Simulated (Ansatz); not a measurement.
# Wavefunction methods compared: HCO, doublet

Computed with Ansatz's Gaussian-basis code (development build); BCCD by scripts on PySCF. Basis STO-3G, 2 core orbitals frozen, nonrelativistic. Perturbation and coupled-cluster methods stand on the Hartree–Fock determinant that coupled cluster favours; RHF here means ROHF, with semicanonical perturbation theory. The state met can differ between shapes. A minimal or small basis: far from the basis limit. The unrestricted determinant is a mixture of spins, so it may stand for another state.

Shape A. A bond is stretched, to 2.03 times the sum of the covalent radii.

| atom | x (Å) | y (Å) | z (Å) |
| --- | --- | --- | --- |
| C | 0.0000 | 0.0000 | 0.0000 |
| H | 0.0000 | 1.7940 | -1.2285 |
| O | 0.0000 | 0.0000 | 1.1760 |

Shape B. A bond is stretched, to 2.89 times the sum of the covalent radii.

```
atom   x (Å)   y (Å)    z (Å)
   C  0.0000  0.0000   0.0000
   H  0.0000  2.5484  -1.7451
   O  0.0000  0.0000   1.1760
```

Shape C. A bond is stretched, to 1.42 times the sum of the covalent radii.

```tsv
atom	x (Å)	y (Å)	z (Å)
C	0.0000	0.0000	0.0000
H	0.0000	0.9200	-0.6300
O	0.0000	0.0000	2.0227
```

Correlation energy of CCSD(T), then each method's total less that of CCSD(T), in eV:

```csv
case,E corr CCSD(T),CCSD,BCCD,BCCD(T),determinant
A RHF,-4.045,+0.241,+0.294,+0.002,–
B RHF,-4.031,+0.241,+0.295,+0.002,–
C UHF,-1.387,+0.027,+0.046,-0.007,⟨S²⟩ = 2.504
```

Question: Give full CI less CCSD(T). Is CCSD(T) good to 1 kcal/mol?

Answer: A RHF: -0.026 eV (within); B RHF: -0.025 eV (within); C UHF: -0.123 eV (outside, spin-contaminated determinant).

Several Brueckner solutions were met.
